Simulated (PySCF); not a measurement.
# C₅H₇F: NMR shifts at several levels of theory, part 2 of 2

PySCF 2.14.0. Atoms count from 0.

### Step 8. Nuclear shieldings: wB97X-D/pcSseg-1

The job: settings as JSON, then the geometry in Å.

```
{"job": {"kind": "nmr", "xc": "wB97X-D", "basis": "pcSseg-1", "pop": false}, "charge": 0, "multiplicity": 1}
C     -0.686467     1.465785     0.802301
C     -0.073027     0.417997     0.223141
C     -0.835227    -0.573218    -0.608381
C      1.367434     0.245632     0.411220
C      2.168599    -0.714275    -0.062139
F      1.757384    -1.725336    -0.826232
H     -0.133747     2.188807     1.408373
H     -1.760810     1.628500     0.684766
H     -0.747979    -1.589323    -0.194187
H     -0.437705    -0.620665    -1.633436
H     -1.899003    -0.304854    -0.657083
H      1.875090     0.997599     1.021795
H      3.242962    -0.756645     0.136350
```

Level: GIAO wB97X-D/pcSseg-1 NMR shielding, non-relativistic, gas phase.

The program printed:

```text
coarse grid: 10856 points
cycle   1  E = -294.3164372830  dE =  8.105e-01  |g| = 4.971e-01  |ddm| = 3.147e+00
cycle   2  E = -294.3224877040  dE = -6.050e-03  |g| = 5.276e-01  |ddm| = 6.583e-01
cycle   3  E = -294.3682923078  dE = -4.580e-02  |g| = 4.245e-02  |ddm| = 3.294e-01
cycle   4  E = -294.3686966786  dE = -4.044e-04  |g| = 1.797e-02  |ddm| = 4.995e-02
cycle   5  E = -294.3687748665  dE = -7.819e-05  |g| = 6.879e-03  |ddm| = 2.143e-02
cycle   6  E = -294.3687864317  dE = -1.157e-05  |g| = 1.695e-03  |ddm| = 8.279e-03
cycle   7  E = -294.3687876025  dE = -1.171e-06  |g| = 7.252e-04  |ddm| = 2.363e-03
final grid: 105248 points
cycle   8  E = -294.4138698926  dE = -1.399e-04  |g| = 5.413e-03  |ddm| = 3.926e-02
cycle   9  E = -294.4138712774  dE = -1.385e-06  |g| = 5.421e-03  |ddm| = 8.929e-03
cycle  10  E = -294.4138752465  dE = -3.969e-06  |g| = 5.604e-04  |ddm| = 3.255e-03
cycle  11  E = -294.4138753184  dE = -7.186e-08  |g| = 2.122e-04  |ddm| = 1.115e-03
cycle  12  E = -294.4138753301  dE = -1.172e-08  |g| = 5.424e-05  |ddm| = 2.461e-04
cycle  13  E = -294.4138753310  dE = -8.813e-10  |g| = 1.924e-05  |ddm| = 9.123e-05
converged SCF energy = -294.4138753310

GIAO shielding tensors (ppm)
atom      isotropic    diamagn.    paramagn.     s11        s22        s33       span
  0 C       60.415     253.565    -193.150    -41.505     85.739    137.011    178.516
  1 C       36.467     257.986    -221.519    -87.291     34.157    162.534    249.825
  2 C      160.183     246.344     -86.161    146.527    154.092    179.931     33.404
  3 C       64.724     257.244    -192.520    -38.253     96.745    135.681    173.934
  4 C       27.977     245.622    -217.645    -58.726     65.115     77.541    136.267
  5 F      299.431     476.722    -177.290    203.778    256.660    437.856    234.078
  6 H       26.314      30.872      -4.558     23.359     25.184     30.399      7.039
  7 H       26.281      30.959      -4.677     23.503     25.071     30.270      6.767
  8 H       29.115      29.888      -0.773     25.291     28.356     33.698      8.407
  9 H       29.127      29.821      -0.694     25.296     28.383     33.701      8.405
 10 H       29.620      30.276      -0.656     25.561     28.771     34.529      8.968
 11 H       26.230      31.751      -5.521     24.400     25.429     28.860      4.460
 12 H       24.907      27.409      -2.502     21.666     26.029     27.025      5.359
```

Wall time 13 s (1 thread of Arm Neoverse V1, shared host); peak memory 0.72 GiB.

This run: δ C4 156.6, C1 148.1, C0 124.1, C3 119.8, H12 6.47, H11 5.15 ppm.

### Step 9. Shielding tensors: LC-wPBE/pcSseg-1

Settings changed since step 8:

```diff
@@ -1,2 +1,2 @@
-{"job": {"kind": "nmr", "xc": "wB97X-D", "basis": "pcSseg-1", "pop": false}, "charge": 0, "multiplicity": 1}
+{"job": {"kind": "nmr", "xc": "LC-wPBE", "basis": "pcSseg-1", "pop": false}, "charge": 0, "multiplicity": 1}
 C     -0.686467     1.465785     0.802301
```

Level: GIAO LC-wPBE/pcSseg-1 NMR shielding, non-relativistic, gas phase.

The program printed:

```text
coarse grid: 10856 points
cycle   1  E = -294.2090752325  dE =  9.135e-01  |g| = 5.106e-01  |ddm| = 3.121e+00
cycle   2  E = -294.2269508843  dE = -1.788e-02  |g| = 5.039e-01  |ddm| = 6.358e-01
cycle   3  E = -294.2662172027  dE = -3.927e-02  |g| = 4.851e-02  |ddm| = 3.019e-01
cycle   4  E = -294.2668119383  dE = -5.947e-04  |g| = 2.007e-02  |ddm| = 6.926e-02
cycle   5  E = -294.2669144166  dE = -1.025e-04  |g| = 8.715e-03  |ddm| = 2.562e-02
cycle   6  E = -294.2669339127  dE = -1.950e-05  |g| = 1.511e-03  |ddm| = 1.023e-02
cycle   7  E = -294.2669358709  dE = -1.958e-06  |g| = 8.866e-04  |ddm| = 3.793e-03
final grid: 105248 points
cycle   8  E = -294.3221265093  dE = -4.552e-05  |g| = 8.869e-03  |ddm| = 2.792e-02
cycle   9  E = -294.3221271143  dE = -6.050e-07  |g| = 9.671e-03  |ddm| = 1.108e-02
cycle  10  E = -294.3221391080  dE = -1.199e-05  |g| = 5.199e-04  |ddm| = 5.107e-03
cycle  11  E = -294.3221391662  dE = -5.825e-08  |g| = 1.974e-04  |ddm| = 5.707e-04
cycle  12  E = -294.3221391764  dE = -1.020e-08  |g| = 3.622e-05  |ddm| = 2.220e-04
cycle  13  E = -294.3221391768  dE = -3.847e-10  |g| = 1.487e-05  |ddm| = 5.196e-05
converged SCF energy = -294.3221391768

GIAO shielding tensors (ppm)
atom      isotropic    diamagn.    paramagn.     s11        s22        s33       span
  0 C       60.077     253.264    -193.188    -48.488     86.048    142.670    191.158
  1 C       37.945     258.094    -220.150    -93.444     39.143    168.135    261.579
  2 C      164.990     245.642     -80.652    152.008    159.256    183.706     31.698
  3 C       66.349     256.821    -190.472    -40.664     98.583    141.128    181.792
  4 C       27.897     245.569    -217.672    -64.679     67.529     80.840    145.519
  5 F      305.919     476.640    -170.721    212.177    260.017    445.565    233.388
  6 H       26.154      30.804      -4.651     23.063     25.002     30.397      7.334
  7 H       26.089      30.872      -4.783     23.152     24.829     30.288      7.137
  8 H       29.106      29.684      -0.578     25.147     28.274     33.898      8.751
  9 H       29.117      29.623      -0.506     25.150     28.299     33.901      8.750
 10 H       29.553      30.165      -0.612     25.276     28.634     34.748      9.472
 11 H       26.080      31.709      -5.629     24.161     25.325     28.754      4.593
 12 H       24.809      27.418      -2.609     21.540     25.831     27.056      5.516
```

It took 19 s on 1 thread of Arm Neoverse V1, shared host; peak memory 0.72 GiB.

Key values: δ C4 160.7, C1 150.6, C0 128.5, C3 122.2, H12 6.52, H11 5.25 ppm.

### Step 10. Shielding tensors: PBE0/STO-3G

Settings changed since step 9:

```diff
@@ -1,2 +1,2 @@
-{"job": {"kind": "nmr", "xc": "LC-wPBE", "basis": "pcSseg-1", "pop": false}, "charge": 0, "multiplicity": 1}
+{"job": {"kind": "nmr", "xc": "PBE0", "basis": "STO-3G", "pop": true}, "charge": 0, "multiplicity": 1}
 C     -0.686467     1.465785     0.802301
```

Level: GIAO PBE0/STO-3G NMR shielding, non-relativistic, gas phase.

The program printed:

```text
coarse grid: 10856 points
cycle   1  E = -290.4025587326  dE =  7.536e-01  |g| = 3.855e-01  |ddm| = 4.633e+00
cycle   2  E = -290.3904597363  dE =  1.210e-02  |g| = 4.614e-01  |ddm| = 1.080e+00
cycle   3  E = -290.4548906857  dE = -6.443e-02  |g| = 5.154e-02  |ddm| = 5.882e-01
cycle   4  E = -290.4555629558  dE = -6.723e-04  |g| = 3.215e-02  |ddm| = 1.230e-01
cycle   5  E = -290.4559103242  dE = -3.474e-04  |g| = 4.944e-03  |ddm| = 4.742e-02
cycle   6  E = -290.4559172066  dE = -6.882e-06  |g| = 1.693e-03  |ddm| = 7.668e-03
final grid: 105248 points
cycle   7  E = -290.4276240253  dE = -4.719e-06  |g| = 4.484e-03  |ddm| = 1.382e-02
cycle   8  E = -290.4276180167  dE =  6.009e-06  |g| = 6.261e-03  |ddm| = 1.399e-02
cycle   9  E = -290.4276306131  dE = -1.260e-05  |g| = 8.510e-04  |ddm| = 8.563e-03
cycle  10  E = -290.4276308313  dE = -2.182e-07  |g| = 1.120e-04  |ddm| = 1.108e-03
cycle  11  E = -290.4276308356  dE = -4.298e-09  |g| = 3.275e-05  |ddm| = 1.992e-04
cycle  12  E = -290.4276308359  dE = -2.905e-10  |g| = 1.277e-05  |ddm| = 5.554e-05
converged SCF energy = -290.4276308359

GIAO shielding tensors (ppm)
atom      isotropic    diamagn.    paramagn.     s11        s22        s33       span
  0 C      129.150     253.543    -124.393     49.773    139.477    198.199    148.426
  1 C      121.659     252.013    -130.354     35.889    119.743    209.346    173.456
  2 C      209.933     246.128     -36.194    200.298    204.550    224.951     24.653
  3 C      134.692     252.685    -117.992     55.364    145.691    203.022    147.659
  4 C      113.362     254.652    -141.290     49.794    129.467    160.827    111.033
  5 F      311.052     454.383    -143.331    187.253    224.926    520.977    333.723
  6 H       27.612      31.503      -3.891     25.279     25.404     32.153      6.874
  7 H       27.679      31.624      -3.945     25.262     25.559     32.216      6.954
  8 H       30.890      31.299      -0.409     26.200     29.309     37.161     10.961
  9 H       30.897      31.229      -0.332     26.200     29.328     37.163     10.963
 10 H       30.912      31.388      -0.476     25.673     29.219     37.844     12.171
 11 H       27.190      31.779      -4.588     23.978     27.607     29.987      6.009
 12 H       26.772      28.296      -1.524     24.390     26.343     29.582      5.193
```

It took 2.9 s on 1 thread of Arm Neoverse V1, shared host; peak memory 0.43 GiB.

In short: δ C4 121.3, C1 113.0, C0 105.5, C3 100.0, H12 5.83, H11 5.41 ppm.

### Step 11. Shielding tensors: PBE0/6-31G

Settings changed since step 10:

```diff
@@ -1,2 +1,2 @@
-{"job": {"kind": "nmr", "xc": "PBE0", "basis": "STO-3G", "pop": true}, "charge": 0, "multiplicity": 1}
+{"job": {"kind": "nmr", "xc": "PBE0", "basis": "6-31G", "pop": true}, "charge": 0, "multiplicity": 1}
 C     -0.686467     1.465785     0.802301
```

Method: GIAO PBE0/6-31G NMR shielding, non-relativistic, gas phase.

The program printed:

```text
coarse grid: 10856 points
cycle   1  E = -294.1113201757  dE =  7.170e-01  |g| = 5.095e-01  |ddm| = 3.266e+00
cycle   2  E = -294.0582349267  dE =  5.309e-02  |g| = 7.085e-01  |ddm| = 1.184e+00
cycle   3  E = -294.1704961126  dE = -1.123e-01  |g| = 8.710e-02  |ddm| = 7.392e-01
cycle   4  E = -294.1724488128  dE = -1.953e-03  |g| = 3.627e-02  |ddm| = 1.353e-01
cycle   5  E = -294.1727617885  dE = -3.130e-04  |g| = 1.331e-02  |ddm| = 4.545e-02
cycle   6  E = -294.1728028295  dE = -4.104e-05  |g| = 1.544e-03  |ddm| = 1.360e-02
cycle   7  E = -294.1728033764  dE = -5.469e-07  |g| = 5.750e-04  |ddm| = 1.911e-03
final grid: 105248 points
cycle   8  E = -294.1358545981  dE = -1.827e-05  |g| = 7.175e-03  |ddm| = 2.041e-02
cycle   9  E = -294.1358501617  dE =  4.436e-06  |g| = 8.896e-03  |ddm| = 1.572e-02
cycle  10  E = -294.1358674968  dE = -1.734e-05  |g| = 1.340e-03  |ddm| = 9.243e-03
cycle  11  E = -294.1358678627  dE = -3.659e-07  |g| = 1.907e-04  |ddm| = 1.369e-03
cycle  12  E = -294.1358678706  dE = -7.852e-09  |g| = 8.683e-05  |ddm| = 2.621e-04
cycle  13  E = -294.1358678724  dE = -1.839e-09  |g| = 2.344e-05  |ddm| = 1.070e-04
cycle  14  E = -294.1358678725  dE = -1.553e-10  |g| = 4.108e-06  |ddm| = 2.941e-05
converged SCF energy = -294.1358678725

GIAO shielding tensors (ppm)
atom      isotropic    diamagn.    paramagn.     s11        s22        s33       span
  0 C       82.176     258.267    -176.091     -4.263     98.770    152.021    156.283
  1 C       63.012     249.828    -186.817    -43.794     57.655    175.174    218.968
  2 C      175.414     249.717     -74.303    161.902    170.157    194.183     32.281
  3 C       84.898     256.021    -171.123     -7.800    110.243    152.251    160.051
  4 C       54.541     249.337    -194.795    -20.958     83.773    100.810    121.768
  5 F      300.159     479.014    -178.855    195.217    256.274    448.987    253.770
  6 H       27.410      30.973      -3.563     24.812     26.161     31.258      6.445
  7 H       27.434      31.346      -3.912     25.026     26.222     31.056      6.030
  8 H       30.128      30.694      -0.566     26.038     29.570     34.775      8.737
  9 H       30.138      30.670      -0.532     26.040     29.597     34.776      8.736
 10 H       30.844      31.238      -0.394     26.619     30.053     35.860      9.241
 11 H       27.202      29.888      -2.686     25.211     26.825     29.569      4.358
 12 H       25.905      27.137      -1.233     22.775     27.203     27.735      4.960
```

It took 5.5 s on 1 thread of Arm Neoverse V1, shared host; peak memory 0.45 GiB.

In short: δ C4 145.0, C1 136.5, C0 117.4, C3 114.6, H12 6.71, H11 5.41 ppm.

### Step 12. Side by side: NMR shifts

Shifts (ppm) of some atoms, chosen among heavy atoms and hydrogens apart, means over like atoms, with basis size and wall time:

```csv
run,C4,C1,C0,C3,H12,H8,F5,functions,time
PBE0/pcSseg-1,155.6,147.5,123.4,119.7,6.48,2.11,-113.2,137,10 s
mPW1PW91/pcSseg-1,155.6,147.5,123.4,119.7,6.47,2.11,-113.5,137,11 s
WP04/pcSseg-1,155.4,147.6,122.4,120.4,6.27,2.04,-116.3,137,9.6 s
B97-2/pcSseg-1,152.5,144.4,120.3,117.0,6.46,2.10,-113.0,137,9.4 s
BHandHLYP/pcSseg-1,156.2,149.7,124.4,121.5,6.42,2.10,-110.0,137,9.1 s
CAM-B3LYP/pcSseg-1,159.1,151.3,125.4,122.6,6.48,2.09,-110.2,137,13 s
wB97X-D/pcSseg-1,156.6,148.1,124.1,119.8,6.47,2.09,-112.3,137,13 s
LC-wPBE/pcSseg-1,160.7,150.6,128.5,122.2,6.52,2.07,-100.1,137,19 s
PBE0/STO-3G,121.3,113.0,105.5,100.0,5.83,1.71,-6.6,37,2.9 s
PBE0/6-31G,145.0,136.5,117.4,114.6,6.71,2.24,-122.8,68,5.5 s
```

### Step 13. What came out

What follows sums up all 2 parts.

```
                                                              quantity                                             value
                                13C shifts against TMS (PBE0/pcSseg-1)              155.6, 147.5, 123.4, 119.7, 24.5 ppm
1H shifts against TMS (PBE0/pcSseg-1, means over atoms taken as alike)                  6.48, 5.18, 5.07, 5.07, 2.11 ppm
                              19F shifts against CFCl3 (PBE0/pcSseg-1)                                        -113.2 ppm
                                              range of the shift of F5                                -122.8 to -6.6 ppm
                                         property runs in this session  10, of which 0 failed and 1 gave unsound results
```

Single values in the summary come from the first run of each kind that ended normally (PBE0/pcSseg-1), which need not be the best level. Across the 10 runs the shift of F5 moves most, between -122.8 (PBE0/6-31G) and -6.6 ppm (PBE0/STO-3G). A minimal basis is unusable for shieldings, so that end is no result. Most of that comes from the computed reference, not from the atom's own shielding.
